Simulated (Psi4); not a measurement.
# H2S2 (SMILES SS), step by step

We compute a structure relaxation (CAM-B3LYP/6-311G**), then vibrational wavenumbers, then a single-point energy (MP2/def2-TZVPP), then the vertical excitations (TD-CAM-B3LYP/6-311G**) of H2S2. 

The calculation is run with Psi4 1.11.

**1. The structure to begin with**

H2S2: 4 atoms, total charge 0, spin state singlet. SMILES: `SS`. The shape comes from a force field and isn't a relaxed structure. The run starts from this shape.

Bond lengths: S1–S2 2.110 Å, S1–H3 1.373 Å, S2–H4 1.300 Å. Angles: S1–S2–H4 100.0°, S2–S1–H3 95.6°.

**2. A geometry optimisation at CAM-B3LYP/6-311G(d,p) (density fitting) (run 1)**

job.in

```
memory 1600 mb

molecule system {
  0 1
  S      0.848600    -0.831300     0.184900
  S      0.072600     1.124200     0.027500
  H     -0.243200    -1.357100     0.831200
  H     -0.622500     1.003900    -1.063900
  units angstrom
  symmetry c1
}

set {
  basis 6-311G**
  geom_maxiter 60
}

energy_value, wavefunction = optimize('cam-b3lyp', return_wfn=True)
print_variables()
```

The run is started by

```
$ psi4 -i job.in -o job.out -n 1
```

job.out:

```text
[...]
  Running in c1 symmetry.
[...]
  Nuclear repulsion =   83.467673288294790
[...]
  Multiplicity = 1
[...]
  Nalpha       = 17
  Nbeta        = 17
[...]
    Number of basis functions: 64
[...]
   @DF-RKS iter   1:  -797.55951303706468   -2.15133e-01   7.80261e-03 DIIS/ADIIS
[...]
   @DF-RKS iter   7:  -797.61272945870815   -3.52429e-12   4.08113e-09 DIIS
[...]
    Orbital Energies [Eh]
    ---------------------
    Doubly Occupied:
       1A    -88.952990     2A    -88.952983     3A     -8.041387
       4A     -8.041360     5A     -6.007208     6A     -6.007003
       7A     -6.002347     8A     -6.002314     9A     -5.994957
      10A     -5.994952    11A     -0.897781    12A     -0.759538
      13A     -0.526926    14A     -0.478811    15A     -0.422363
      16A     -0.332151    17A     -0.331250
[...]
  @DF-RKS Final Energy:  -797.61272945870815
   => Energetics <=
    Nuclear Repulsion Energy =             83.9385274302235445
    One-Electron Energy =               -1268.0961822732590463
    Two-Electron Energy =                 426.3249723473396102
    DFT Exchange-Correlation Energy =     -39.7800469630123104
    Empirical Dispersion Energy =           0.0000000000000000
    VV10 Nonlocal Energy =                  0.0000000000000000
    Total Energy =                       -797.6127294587082588
[...]
 Multipole Moments:
 ------------------------------------------------------------------------------------
     Multipole            Electronic (a.u.)      Nuclear  (a.u.)        Total (a.u.)
 ------------------------------------------------------------------------------------
 L = 1.  Multiply by 2.5417464519 to convert [e a0] to [Debye]
 Dipole X            :          0.9828097           -1.5283713           -0.5455616
 Dipole Y            :          0.3914909           -0.6088465           -0.2173556
 Dipole Z            :          0.2819890           -0.4385714           -0.1565824
 Magnitude           :                                                    0.6077820
[...]
  -Total Gradient:
     Atom            X                  Y                   Z
    ------   -----------------  -----------------  -----------------
       1        0.000004475841    -0.000009230284    -0.000001647283
       2       -0.000027691498     0.000000146918    -0.000037696951
       3       -0.000002243338     0.000005855892    -0.000003726887
       4        0.000021702168     0.000001762469     0.000041361727
[...]
    Final optimized geometry and variables:
    Molecular point group: c1
    Full point group: C1
    Geometry (in Angstrom), charge = 0, multiplicity = 1:
    S            0.398325952740    -0.965033403971     0.062935139965
    S           -0.346889426823     0.985523812070    -0.048175253392
    H           -0.620253756044    -1.521609684970     0.745188301488
    H           -1.011509908285     0.871575437772    -1.213428451267
  Variable Map:
  ----------------------------------------------------------------------------
  "CURRENT ENERGY"              =>    -797.612729458708
  "CURRENT REFERENCE ENERGY"    =>    -797.612729458708
  "DD SOLVATION ENERGY"         =>       0.000000000000
  "DFT FUNCTIONAL TOTAL ENERGY" =>    -797.612729458708
[...]
```

On the terminal:

```text
Optimizer: Optimization complete!
```

Wall time 17 s (1 thread of Intel Xeon 6975P-C (Granite Rapids), shared host); peak memory 0.38 GiB.

Step by step:

```
step  energy from the first frame kept (eV)  largest force (eV/Å)
   0                                 0.0000                1.5438
   1                                -0.0329                0.1459
   2                                -0.0109                0.9879
   3                                -0.0488                0.1994
   4                                -0.0541                0.0629
   5                                -0.0543                0.0235
   6                                -0.0543                0.0024
```

After the run. Bond lengths: S1–S2 2.091 Å, S1–H3 1.346 Å, S2–H4 1.346 Å. Angles: S1–S2–H4 98.2°, S2–S1–H3 98.2°.

**3. The harmonic vibrations at CAM-B3LYP/6-311G(d,p) (density fitting) (run 2)**

input.in

```
memory 1600 MB

molecule {
  0 1
  S
  S 1 2.09102
  H 1 1.346384 2 98.21716
  H 2 1.346299 1 98.22 3 -90.56685
  symmetry c1
}

set globals {
  basis                      6-311G**
  t                          400.0
  rotational_symmetry_number 2
}

e_tot, wfn = frequency("cam-b3lyp", return_wfn=True)
```

The run is started by

```
$ psi4 input.in input.out -n 1
```

input.out (excerpt; [...] marks lines left out):

```text
[...]
  Running in c1 symmetry.
[...]
  Nuclear repulsion =   83.938529383704847
[...]
  Multiplicity = 1
[...]
  Nalpha       = 17
  Nbeta        = 17
[...]
    Number of basis functions: 64
[...]
   @DF-RKS iter   1:  -797.56122401908760   -2.07394e-01   7.80580e-03 DIIS/ADIIS
[...]
   @DF-RKS iter  10:  -797.61272900214908   -4.09273e-12   4.89888e-09 DIIS
[...]
  @DF-RKS Final Energy:  -797.61272900214908
   => Energetics <=
    Nuclear Repulsion Energy =             83.9450696603928748
    One-Electron Energy =               -1268.1094488555913813
    Two-Electron Energy =                 426.3318664282084001
    DFT Exchange-Correlation Energy =     -39.7802162351589104
    Empirical Dispersion Energy =           0.0000000000000000
    VV10 Nonlocal Energy =                  0.0000000000000000
    Total Energy =                       -797.6127290021490808
[...]
 Multipole Moments:
[...]
  -Total Gradient:
     Atom            X                  Y                   Z
    ------   -----------------  -----------------  -----------------
       1        0.000060753761     0.000034473238    -0.000040694416
       2        0.000081453209     0.000062406610     0.000042587350
       3        0.000009431383    -0.000104316026     0.000125180183
       4       -0.000148008597     0.000010112977    -0.000127012924
[...]
  ==> Harmonic Vibrational Analysis <==
[...]
  Freq [cm^-1]                 433.7335            505.7618            900.3368
[...]
  IR activ [km/mol]            20.7002              0.0066              8.6053
[...]
  Freq [cm^-1]                 904.5894           2692.1292           2693.2411
[...]
  IR activ [km/mol]             0.9047              1.9834              3.3464
[...]
  Total E_0, Enthalpy at 0 [K]                                                         -797.59420843 [Eh]
[...]
  Total H, Enthalpy at  400.00 [K]                                                     -797.58783524 [Eh]
[...]
  Total G, Gibbs energy at  400.00 [K]                                                 -797.62854492 [Eh]
[...]
```

The script printed:

```text
Warning: used thermodynamics relations inappropriate for low-frequency modes: ['433.7335' '505.7618']
```

Run time: 47 s. Hardware: 1 thread of Intel Xeon 6975P-C (Granite Rapids), shared host; peak memory 0.38 GiB.

**4. A single-point energy at MP2/def2-TZVPP (density fitting, density fitting for correlation) (run 3)**

calc.py

```python
import psi4

psi4.set_memory('1600 MB')
psi4.set_num_threads(1)
psi4.core.set_output_file('run.log', False)

geom = psi4.geometry("""
S      0.831623    -0.828455     0.162334
S      0.086408     1.122102     0.051224
H     -0.186956    -1.385032     0.844587
H     -0.578213     1.008153    -1.114029
units angstrom
""")

psi4.set_options({
    'basis': 'def2-TZVPP',
    'num_frozen_docc': 10,
})

e, wfn = psi4.energy("mp2", return_wfn=True)
print('E =', round(e, 9))
```

The run is started by

```
$ python calc.py
```

run.log:

```text
[...]
  Running in c1 symmetry.
[...]
  Nuclear repulsion =   83.938540022907276
[...]
  Multiplicity = 1
[...]
  Nalpha       = 17
  Nbeta        = 17
[...]
    Number of basis functions: 112
[...]
   @DF-RHF iter   1:  -796.21145537490213   -3.11607e-01   2.62260e-03 DIIS/ADIIS
[...]
   @DF-RHF iter  12:  -796.24971725183889   -4.43379e-12   2.76438e-09 DIIS
[...]
    Orbital Energies [Eh]
    ---------------------
    Doubly Occupied:
       1A    -91.987209     2A    -91.987201     3A     -8.989602
       4A     -8.989432     5A     -6.670726     6A     -6.670489
       7A     -6.669807     8A     -6.669687     9A     -6.668900
      10A     -6.668894    11A     -1.049134    12A     -0.886550
      13A     -0.593915    14A     -0.549138    15A     -0.475301
      16A     -0.385110    17A     -0.383283
[...]
  @DF-RHF Final Energy:  -796.24971725183889
   => Energetics <=
    Nuclear Repulsion Energy =             83.9385400229072758
    One-Electron Energy =               -1267.7877629809058817
    Two-Electron Energy =                 387.5995057061596754
    Total Energy =                       -796.2497172518388879
[...]
 Multipole Moments:
 ------------------------------------------------------------------------------------
     Multipole            Electronic (a.u.)      Nuclear  (a.u.)        Total (a.u.)
 ------------------------------------------------------------------------------------
 L = 1.  Multiply by 2.5417464519 to convert [e a0] to [Debye]
 Dipole X            :          1.0718423           -1.5283711           -0.4565288
 Dipole Y            :          0.4269677           -0.6088478           -0.1818801
 Dipole Z            :          0.3075451           -0.4385713           -0.1310263
 Magnitude           :                                                    0.5085929
[...]
```

On the terminal:

```text
E = -796.607026035
```

Wall time 1.9 s (1 thread of Intel Xeon 6975P-C (Granite Rapids), shared host); peak memory 0.23 GiB.

**5. The vertical excitations at TD-CAM-B3LYP/6-311G(d,p) (density fitting, save jk yes) (run 4)**

calc.dat

```
memory 1600 mb

molecule molecule1 {
  0 1
  S
  S 1 r2
  H 1 r3 2 a3
  H 2 r4 1 a4 3 d4

  r2 = 2.09102
  r3 = 1.346384
  a3 = 98.21716
  r4 = 1.346299
  a4 = 98.22
  d4 = -90.56685
  units angstrom
}

set {
  basis     6-311G**
  reference rks
  save_jk   true
}

from psi4.driver.procrouting.response.scf_response import tdscf_excitations
energy_value, wavefunction = energy("cam-b3lyp", return_wfn=True)
states = tdscf_excitations(wavefunction, states=6, tda=False)
```

The run is started by

```
$ psi4 -i calc.dat -o calc.out -n 1
```

calc.out (excerpt; [...] marks lines left out):

```text
[...]
  Running in c1 symmetry.
[...]
  Nuclear repulsion =   83.938529383704861
[...]
  Multiplicity = 1
[...]
  Nalpha       = 17
  Nbeta        = 17
[...]
    Number of basis functions: 64
[...]
   @DF-RKS iter   1:  -797.56122401915036   -2.07394e-01   7.80580e-03 DIIS/ADIIS
[...]
   @DF-RKS iter   6:  -797.61272945520511   -1.25562e-07   9.52083e-07 DIIS
[...]
  @DF-RKS Final Energy:  -797.61272945520511
   => Energetics <=
    Nuclear Repulsion Energy =             83.9385293837048607
    One-Electron Energy =               -1268.0966425228612025
    Two-Electron Energy =                 426.3254535270723977
    DFT Exchange-Correlation Energy =     -39.7800698431212751
    Empirical Dispersion Energy =           0.0000000000000000
    VV10 Nonlocal Energy =                  0.0000000000000000
    Total Energy =                       -797.6127294552052263
[...]
 Multipole Moments:
 ------------------------------------------------------------------------------------
     Multipole            Electronic (a.u.)      Nuclear  (a.u.)        Total (a.u.)
 ------------------------------------------------------------------------------------
 L = 1.  Multiply by 2.5417464519 to convert [e a0] to [Debye]
 Dipole X            :         -0.7779708            1.2098416            0.4318708
 Dipole Y            :         -0.7704074            1.1980160            0.4276086
 Dipole Z            :         -0.0000508            0.0000489           -0.0000019
 Magnitude           :                                                    0.6077512
[...]
**********                               WARNING                                **********
**********       The names of excited state variables changed between 1.5       **********
[...]
**********                               WARNING                                **********
**********  Length-gauge rotatory strengths are **NOT** gauge-origin invariant  **********
[...]
                                    Excitation Energy         Total Energy        Oscillator Strength             Rotatory Strength
[...]
Excited State    1 (1 A):   0.17261 au   263.96 nm f = 0.0034
[...]
Excited State    3 (1 A):   0.23516 au   193.76 nm f = 0.0036
[...]
Excited State    4 (1 A):   0.23574 au   193.28 nm f = 0.0083
[...]
Excited State    5 (1 A):   0.26911 au   169.31 nm f = 0.0073
[...]
Excited State    6 (1 A):   0.27075 au   168.29 nm f = 0.0119
[...]
```

It took 8.4 s on 1 thread of Intel Xeon 6975P-C (Granite Rapids), shared host; peak memory 0.36 GiB.

The roots found:

```
excited state  energy (eV)  strength  label
            1        4.697    0.0034    A 1
            2        4.720    0.0148    A 1
            3        6.399    0.0036    A 1
            4        6.415    0.0083    A 1
            5        7.323    0.0073    A 1
            6        7.367    0.0119    A 1
```

**6. Outcome**

| quantity | value |
| --- | --- |
| run 1, CAM-B3LYP/6-311G**: total energy at the end | -797.61273 Eh |
| run 1, CAM-B3LYP/6-311G**: dipole moment | 1.54 D |
| run 1, CAM-B3LYP/6-311G**: HOMO energy | -9.01 eV |
| run 1, CAM-B3LYP/6-311G**: LUMO energy | -0.31 eV |
| run 1, CAM-B3LYP/6-311G**: HOMO–LUMO gap | 8.70 eV |
| run 2, CAM-B3LYP/6-311G**: lowest harmonic wavenumber | 434 cm⁻¹ |
| run 2, CAM-B3LYP/6-311G**: highest harmonic wavenumber | 2693 cm⁻¹ |
| run 2, CAM-B3LYP/6-311G**: zero-point energy | 48.6 kJ/mol |
| run 2, CAM-B3LYP/6-311G**: ideal-gas entropy at 400 K (symmetry number 2 as used) | 63.9 cal/(mol K) |
| run 3, MP2/def2-TZVPP: total energy | -796.60703 Eh |
| run 3, MP2/def2-TZVPP: HOMO energy (Hartree–Fock orbitals) | -10.43 eV |
| run 3, MP2/def2-TZVPP: LUMO energy (Hartree–Fock orbitals) | 2.58 eV |
| run 3, MP2/def2-TZVPP: HOMO–LUMO gap (Hartree–Fock orbitals) | 13.01 eV |
| run 3, MP2/def2-TZVPP: correlation energy (10 core orbitals frozen) | -357.3 mEh |
| run 4, TD-CAM-B3LYP/6-311G**: ground-state or mean-field energy | -797.61273 Eh |
| run 4, TD-CAM-B3LYP/6-311G**: dipole moment (CAM-B3LYP Kohn–Sham density) | 1.54 D |
| run 4, TD-CAM-B3LYP/6-311G**: HOMO energy (CAM-B3LYP Kohn–Sham orbitals) | -9.01 eV |
| run 4, TD-CAM-B3LYP/6-311G**: LUMO energy (CAM-B3LYP Kohn–Sham orbitals) | -0.31 eV |
| run 4, TD-CAM-B3LYP/6-311G**: HOMO–LUMO gap (CAM-B3LYP Kohn–Sham orbitals) | 8.70 eV |
| run 4, TD-CAM-B3LYP/6-311G**: lowest excitation energy | 4.70 eV |

In words: The optimisation (run 1, CAM-B3LYP/6-311G**) took 7 steps and changed the energy by -0.054 eV. All 6 modes (run 2, CAM-B3LYP/6-311G**) are real, so the shape is a minimum at this level. The brightest of the 6 transitions from the ground state lies at 4.72 eV (263 nm, f = 0.015); the lowest, at 4.70 eV, has f = 0.003.
